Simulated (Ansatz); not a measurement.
## PSi: a ladder of basis sets, step by step

With Ansatz's Python interface.

The cells in order, each with its output:

```python
import ansatz as az
```

```python
GEOMETRY = """
Si    0.00000    0.00000    0.00000
P     0.00000    0.00000    2.18000
"""
```

```python
molecule = az.Crystal.molecule()
for line in GEOMETRY.strip().splitlines():
    symbol, *xyz = line.split()
    molecule = molecule.atom(symbol, [float(v) for v in xyz])
```

```python
model = molecule.calculation()
model = model.functional("b3lyp")
model = model.spin("collinear", total=1)
```

```python
energies = {}
for basis in ["cc-pVDZ", "cc-pVTZ", "cc-pVQZ"]:
    report = model.basis(gaussian=basis).run().report
    size = report["n_frozen"] + report["n_occupied"][0] + report["n_virtual"][0]
    energies[basis] = (report["reference_energy_ev"] / 27.211386246, report["free_energy_ev"] / 27.211386246)
    print(f"{basis:14s} {size:4d} orbitals  reference {energies[basis][0]:14.6f} Ha  total {energies[basis][1]:14.6f} Ha")
```

    cc-pVDZ          36 orbitals  reference    -630.794141 Ha  total    -630.794141 Ha
    cc-pVTZ          68 orbitals  reference    -630.815814 Ha  total    -630.815814 Ha
    cc-pVQZ         118 orbitals  reference    -630.822216 Ha  total    -630.822216 Ha

```python
last = energies["cc-pVQZ"][1]
for basis, (_, total) in energies.items():
    print(f"{basis:14s} lies {27.211386 * (total - last):9.4f} eV above cc-pVQZ")
```

    cc-pVDZ        lies    0.7640 eV above cc-pVQZ
    cc-pVTZ        lies    0.1742 eV above cc-pVQZ
    cc-pVQZ        lies    0.0000 eV above cc-pVQZ

Against cc-pVDZ: cc-pVTZ -21.7 mHa and cc-pVQZ -28.1 mHa. The last step alone is -6.40 mHa. From the first set to the last the time grows from 1.6 to 5.5 s.

These settings explore the input space; basis and method may be short of convergence. The geometry is a force-field or estimated start, not a minimum of this method, and the last set is no limit. Much of the fall in a total is atomic energy, which cancels in bond and reaction energies. The species is open-shell (spin multiplicity 2). b3lyp holds the VWN-RPA fit, as in Gaussian; the form of ORCA and Turbomole is b3lyp5. For Al to Cl the sets with a tight d function, cc-pV(X+d)Z, are usual. The spin state was assumed, and another may lie lower. Hardware and time: 10 s on 1 thread of Arm Neoverse V2, with other jobs on the host, peak memory 0.25 GiB.
